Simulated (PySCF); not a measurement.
Zinc-blende AlP: bulk modulus B0 by level of theory

No measured value is used here.

| level (code) | value (GPa) | cell (Å³/atom) |
|---|---|---|
| PBE (PySCF) | 81.5 ± 2 | 20.90 |
| Hartree–Fock (PySCF) | 94.7 ± 3 | 20.98 |
| MP2 (PySCF) | ___ | 19.83 |

Question: What belongs in the gaps?

Answer: 
- MP2 (PySCF), value (GPa): 96.4 ± 3

A ± on a computed value is a rough bar: the spread of its extrapolation, a floor set from checks against published values, or a statistical error. Each level is taken at its own relaxed cell.
